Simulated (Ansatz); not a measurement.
What does this script print? It uses Ansatz 0.2.0 through its Python package.

Script `h2si_dimer.py`:
```python
# -*- coding: utf-8 -*-
from dataclasses import dataclass

import ansatz as az
import numpy as np


@dataclass(frozen=True)
class Settings:
    basis_set: str = "def2-SVP"
    level: str = "CCSD(T)"


settings = Settings()

FIRST = [
    ("Si", (-0.3138, 0.2993, -0.1365)),
    ("H", (0.8506, 0.7985, 0.5531)),
    ("H", (-0.5368, -1.0979, -0.4166)),
]
SECOND = [
    ("Si", (3.988, 1.2484, 0.0426)),
    ("H", (3.2722, 0.9902, 1.2679)),
    ("H", (5.425, 1.194, -0.0682)),
]

def energy(atoms, ghosts=()):
    molecule = az.Crystal.molecule()
    for symbol, xyz in atoms:
        molecule = molecule.atom(symbol, xyz)
    calc = (
        molecule.calculation()
        .basis(gaussian=settings.basis_set)
        .correlation(settings.level)
    )
    deck = calc.input()
    if ghosts:
        deck = deck.set(az.key.basis.gaussian.ghost_atoms, [{"symbol": s, "position_ang": list(xyz)} for s, xyz in ghosts])
    return az.Session.from_dict(deck).plan().execute().report["free_energy_ev"]


def main():
    direction = np.array([0.961, 0.26, 0.0941])
    print("shift (A)   counterpoise-corrected interaction (kcal/mol)")
    for shift in (-0.3, 0.0, 0.4, 1.0, 2.0):
        moved = [(s, tuple(np.round(np.array(xyz) + shift * direction, 4))) for s, xyz in SECOND]
        gain = energy(FIRST + moved) - energy(FIRST, moved) - energy(moved, FIRST)
        print(f"{shift:8.2f} {23.060548 * gain:14.3f}")


if __name__ == "__main__":
    main()
```

Output of `python h2si_dimer.py`:
```text
shift (A)   counterpoise-corrected interaction (kcal/mol)
   -0.30          0.515
    0.00         -0.239
    0.40         -0.434
    1.00         -0.310
    2.00         -0.131
```

The dimer is a generated trial pose of unrelaxed monomers, not a minimum, so the figure is no binding energy, and the basis set is small. The whole script took 13 s on 1 thread of Intel(R) Xeon(R) Processor @ 2.30GHz (shared host), peak memory 0.23 GiB.
